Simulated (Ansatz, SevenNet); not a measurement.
For rock-salt KF, the machine-learned potential SevenNet-l3i5 (trained on PBE and PBE+U data) gives:

```
Item                               Value
------------------------------  --------
equilibrium lattice constant a   5.416 Å
bulk modulus                    29.9 GPa
```

Problem. What does HSE06 (Ansatz, a quantum-chemistry and plane-wave program, PAW) give for the same quantities?

Solution. 
- lattice constant a: 5.370 Å (drops by 0.8 %)
- bulk modulus: 31.6 GPa (goes up by 5.7 %)

For comparison: lattice constant a 5.311 Å (measured, low temperature, no zero-point or thermal correction; as tabulated in Doll and Stoll (1997), arXiv:cond-mat/9707218); bulk modulus 34.2 GPa (measured, 4 K, no zero-point or thermal correction; as tabulated in Doll and Stoll (1997), arXiv:cond-mat/9707218).

Changes are worked out from the printed values.

Unless a cell is named, each level is at its own relaxed cell (SevenNet-l3i5 19.86, HSE06 19.36 Å³/atom).

Ansatz's density-functional and Hartree–Fock values are scalar-relativistic unless marked +SOC, with PAW data made under PBE.
